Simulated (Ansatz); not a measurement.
The inner images of a band of C2H5FN (9 atoms, charge 1, multiplicity 1) are given out of order.

The calculation used Ansatz, RKS PBE0/def2-SVP.

First end point:

```xyz
9
Properties=species:S:1:pos:R:3
N -0.254 1.173 -0.538
C 0.396 0.077 -0.434
C 0.024 -0.919 0.591
F -1.028 -0.470 1.307
H -1.039 1.352 0.100
H -0.026 1.885 -1.233
H 1.235 -0.117 -1.115
H 0.904 -1.105 1.238
H -0.212 -1.876 0.084
```

Last end point:

```xyz
9
Properties=species:S:1:pos:R:3
N -0.075 1.286 -0.456
C 0.110 0.019 -0.516
C -0.022 -0.915 0.632
F 0.011 -2.179 0.180
H -0.358 1.761 0.405
H 0.057 1.881 -1.277
H 0.408 -0.412 -1.484
H -0.957 -0.717 1.192
H 0.827 -0.723 1.323
```

Put them in order from the first end to the last, with their energies above the first end.
A.
```xyz
9
Properties=species:S:1:pos:R:3
N -0.036 1.274 -0.435
C 0.175 0.018 -0.525
C 0.023 -0.924 0.635
F -1.166 -1.540 0.420
H -0.290 1.717 0.454
H 0.014 1.891 -1.251
H 0.409 -0.388 -1.519
H 0.024 -0.391 1.600
H 0.847 -1.658 0.621
```
B.
```xyz
9
Properties=species:S:1:pos:R:3
N -0.062 1.281 -0.449
C 0.153 0.023 -0.513
C -0.001 -0.912 0.642
F -0.834 -1.893 0.237
H -0.380 1.733 0.414
H 0.054 1.891 -1.263
H 0.454 -0.398 -1.482
H -0.386 -0.404 1.542
H 1.003 -1.322 0.872
```
C.
```xyz
9
Properties=species:S:1:pos:R:3
N -0.030 1.263 -0.422
C 0.197 0.012 -0.542
C 0.021 -0.945 0.612
F -1.314 -1.189 0.666
H -0.293 1.681 0.476
H 0.016 1.900 -1.223
H 0.453 -0.358 -1.544
H 0.372 -0.490 1.554
H 0.580 -1.874 0.423
```
D.
```xyz
9
Properties=species:S:1:pos:R:3
N -0.209 1.201 -0.497
C 0.341 0.046 -0.481
C 0.008 -0.936 0.575
F -1.165 -0.607 1.157
H -0.895 1.448 0.224
H 0.014 1.904 -1.204
H 1.077 -0.199 -1.258
H 0.833 -0.894 1.319
H -0.005 -1.961 0.164
```
E.
```xyz
9
Properties=species:S:1:pos:R:3
N -0.079 1.284 -0.456
C 0.128 0.022 -0.512
C -0.022 -0.911 0.636
F -0.404 -2.112 0.168
H -0.420 1.745 0.393
H 0.081 1.889 -1.265
H 0.466 -0.404 -1.468
H -0.731 -0.532 1.394
H 0.981 -0.980 1.110
```
F.
```xyz
9
Properties=species:S:1:pos:R:3
N -0.156 1.225 -0.464
C 0.294 0.029 -0.512
C 0.010 -0.949 0.581
F -1.265 -0.787 1.001
H -0.715 1.545 0.334
H 0.022 1.903 -1.208
H 0.893 -0.258 -1.387
H 0.712 -0.727 1.412
H 0.205 -1.979 0.244
```
G.
```xyz
9
Properties=species:S:1:pos:R:3
N -0.096 1.246 -0.439
C 0.250 0.019 -0.532
C 0.018 -0.952 0.597
F -1.316 -0.984 0.834
H -0.510 1.623 0.419
H 0.015 1.900 -1.219
H 0.683 -0.310 -1.487
H 0.555 -0.594 1.496
H 0.400 -1.948 0.330
```

D (+1.7 kcal/mol), F (+5.9 kcal/mol), G (+9.6 kcal/mol), C (+10.8 kcal/mol), A (+10.0 kcal/mol), B (+8.5 kcal/mol), E (+7.2 kcal/mol).

Run time: 2.9 min on 1 thread of Intel(R) Xeon(R) Processor @ 2.70GHz, with other jobs on the host, peak memory 0.16 GiB.
